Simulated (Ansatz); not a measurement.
Reaction (ligand exchange at a P–O bond): `[AlH2][O]P` + `CNC` → `CN(C)P` + `[OH][AlH2]`

Calculated with Ansatz (gas phase, PBE0-D4/def2-TZVP geometries, no zero-point term in ΔE). CCSD(T)/CBS adds triple-zeta CCSD(T) − MP2 to the extrapolated MP2 energy (def2 sets, frozen cores). This one scheme is used for every species. Functionals use def2-TZVPP. Each species was taken in one conformer, which may not be the lowest.

`[AlH2][O]P`:

Z-matrix (Å, degrees):
```
Al
O 1 1.689
H 1 1.576 2 116.4
H 1 1.580 2 118.3 3 180.0
P 2 1.623 1 150.2 3 -170.1
H 5 1.432 2 101.1 1 -39.5
H 5 1.428 2 99.3 1 -132.5
```

`CNC`:

Cartesian coordinates in Å:
```
C -0.256 -1.177 -0.099
N -0.639 0.169 0.260
C 0.459 1.103 0.180
H -1.129 -1.832 -0.079
H 0.461 -1.559 0.634
H 0.217 -1.259 -1.094
H -1.397 0.479 -0.333
H 1.214 0.843 0.929
H 0.108 2.112 0.404
H 0.963 1.122 -0.802
```

`CN(C)P`:

Cartesian coordinates in Å:
```
C 1.335 0.495 -0.391
N 0.057 0.305 0.261
C -0.248 -1.078 0.537
P -1.185 1.357 -0.228
H 1.399 -0.011 -1.367
H 2.136 0.100 0.242
H 1.517 1.560 -0.547
H 0.588 -1.545 1.069
H -0.436 -1.661 -0.379
H -1.135 -1.146 1.170
H -1.918 0.563 -1.177
H -2.109 1.062 0.811
```

`[OH][AlH2]`:

```xyz
5

O     0.282   -0.221   -1.163
Al   -0.140    0.288    0.399
H     0.513   -1.123   -1.378
H    -0.166   -0.762    1.586
H    -0.489    1.818    0.556
```

```
 level  ΔE (kJ/mol)
revPBE          9.2
  PBE0          6.9
```

Question: What does CCSD(T)/CBS give? (Best estimate.)

Answer: Ansatz gave: +3.5 kJ/mol. The listed levels differ from it by 5.7, 3.4 kJ/mol.

Largest T1 diagnostic among the species: 0.014.

The D4 term adds −6.6 kJ/mol with B3LYP and −3.5 kJ/mol with PBE0; it sums over pairs of atoms, weighted by their polarisabilities, and B3LYP, whose exchange is more repulsive, gets the larger term. In def2-TZVPP, CCSD(T) changes the Hartree–Fock value by −23.9 kJ/mol (the triples alone add −3.9 kJ/mol) and MP2 by −30.0 kJ/mol. Leaving LDA and LC-ωPBE aside and taking each functional with its dispersion term where it has one, the values, not all of them listed here, spread over 16.6 kJ/mol, from revPBE-D4 to BHLYP-D4. LDA lies −10.0 kJ/mol from PBE without D4.

B3LYP here is the variant with VWN-RPA as its local correlation; programs differ in this.
